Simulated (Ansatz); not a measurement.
# CH2S2: ladder of basis sets in Python

How does the energy of CH2S2 converge with the basis? The task is a ladder of basis sets, for CH2S2.

Program: Ansatz 0.2.0, driven from Python. The levels of theory stand in the script. These are calculated values, not measurements.

**1. The system**

Bond lengths: S1–C2 1.621 Å, C2–S3 1.731 Å, C2–H4 1.075 Å, S3–H5 1.329 Å. Angles: S1–C2–S3 121.6°, S1–C2–H4 126.5°, S3–C2–H4 111.8°, C2–S3–H5 97.1°.

The script holds or builds the structure itself.

**2. Script**

The input, ch2s2_basis.py:

```python
from dataclasses import dataclass

import ansatz as az
from rdkit import Chem
from rdkit.Chem import AllChem


@dataclass(frozen=True)
class Options:
    level: str = "mp2"


opts = Options()

rd = Chem.AddHs(Chem.MolFromSmiles("S=CS"))
AllChem.EmbedMolecule(rd, randomSeed=361)
AllChem.UFFOptimizeMolecule(rd)
mol = az.Crystal.molecule()
for atom, xyz in zip(rd.GetAtoms(), rd.GetConformer().GetPositions()):
    mol = mol.atom(atom.GetSymbol(), xyz.round(5).tolist())

base = mol.calculation().correlation(opts.level)

energies = {}
for basis in ["cc-pVDZ", "cc-pVTZ"]:
    summary = base.basis(gaussian=basis).run(threads=1).report
    size = summary["n_frozen"] + summary["n_occupied"][0] + summary["n_virtual"][0]
    energies[basis] = (summary["reference_energy_ev"] / 27.211386246, summary["free_energy_ev"] / 27.211386246)
    print(f"{basis:14s} {size:4d} orbitals  reference {energies[basis][0]:14.6f} Ha  total {energies[basis][1]:14.6f} Ha")

small, large = (energies[b][1] - energies[b][0] for b in ("cc-pVDZ", "cc-pVTZ"))
limit = (3 ** 3 * large - 2 ** 3 * small) / (3 ** 3 - 2 ** 3)
print(f"correlation energy: {small:.6f} and {large:.6f} Ha, extrapolated {limit:.6f} Ha")
print(f"share caught by the larger set: {100 * large / limit:.1f} %")
```

**3. The run**

On the command line:

```sh
$ python ch2s2_basis.py
```

**Question.** How far does the total energy move along this ladder of basis sets?

The runs gave:

| quantity | value |
| --- | --- |
| extrapolated correlation energy | -0.550453 Ha |
| runs compared | 2 |
| correlation energy, last run | -13.700 eV |

What this shows: Against cc-pVDZ: cc-pVTZ -159.6 mHa. The last step alone is -159.56 mHa. Reading the output:
- The drop along the ladder measures the basis error, and is no property of the molecule.
- The geometry is a force-field or estimated start, not a minimum of this method, and the last set is no limit. Much of the fall in a total is atomic energy, which cancels in bond and reaction energies.
- Inner cores stay frozen, so this is valence correlation.
- For Al to Cl the sets with a tight d function, cc-pV(X+d)Z, are usual.
- An extrapolation from small basis sets is rough.
